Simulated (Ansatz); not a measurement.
Input file:

```yaml
crystal:
  periodic: [false, false, false]
  atoms:
    - {symbol: Al, position_ang: [0.000000, 0.000000, 1.395635]}
    - {symbol: N, position_ang: [0.000000, 0.000000, -4.371365]}
    - {symbol: H, position_ang: [0.000000, 0.000000, 2.975730]}
basis:
  gaussian: {orbitals: def2-SVPD, fitting: {mean_field: def2-universal-jkfit}, point_charges: [{charge: 0.50, position_ang: [3.999, -0.762, 0.909]}]}
magnetization: {spin_polarized: false, initial_magnetization: 1}
hamiltonian: {xc: hf}
output: {orbitals: {seedname: orbitals}}
```

```sh
$ ansatz run in.yaml --threads 1 --pin off --events-out ev --progress --plain --max-ram 2393MiB
```

Output:

```
223 factors; integrals over basis functions are off by at most 4.2e-1 eV
mean field evaluation 1: about -8036.2609 eV, gradient 4.9e1 eV
mean field evaluation 2: about -7783.2200 eV, gradient 7.5e1 eV
mean field evaluation 4: about -8061.4301 eV, gradient 2.1e1 eV
mean field evaluation 8: about -8069.3293 eV, gradient 8.0e0 eV
mean field evaluation 16: about -8069.9700 eV, gradient 5.7e-2 eV
mean field evaluation 32: about -8069.9735 eV, gradient 8.5e-3 eV
mean field evaluation 64: about -8069.9724 eV, gradient 4.9e-2 eV
mean field evaluation 96: about -8069.9725 eV, gradient 6.3e-3 eV
mean field evaluation 128: about -8069.5408 eV, gradient 9.7e0 eV
mean field evaluation 160: about -8069.9740 eV, gradient 2.0e-3 eV
mean field evaluation 192: about -8069.9640 eV, gradient 7.1e-2 eV
mean field evaluation 224: about -8069.9606 eV, gradient 1.9e-2 eV
mean field evaluation 256: about -8069.9733 eV, gradient 3.2e-3 eV
mean field evaluation 288: about -8061.7420 eV, gradient 2.4e1 eV
mean field evaluation 320: about -8069.9743 eV, gradient 1.0e-2 eV
mean field evaluation 352: about -8069.9660 eV, gradient 4.1e-2 eV
mean field evaluation 384: about -8069.9630 eV, gradient 1.1e-2 eV
mean field evaluation 416: about -8063.9174 eV, gradient 4.5e0 eV
mean field evaluation 448: about -8062.8142 eV, gradient 4.6e0 eV
mean field evaluation 480: about -7783.2201 eV, gradient 7.5e1 eV
mean field evaluation 512: about -8069.9737 eV, gradient 2.8e-3 eV
mean field -8069.97440870 eV, -296.5660894945 hartree, gradient 1.9e-6 eV, S^2 0.750000; 9 other end points of the search recorded, 0 dependent functions left out
reference -8069.97440870 eV, -296.5660894945 hartree; 11, 10 occupied and 41, 42 virtual orbitals, 223 factors
Total energy: -8069.97440870 eV, -296.5660894945 hartree
```

Ran on 1 thread of Arm Neoverse V1, shared host: 2.3 s wall, 0.16 GiB peak host memory.
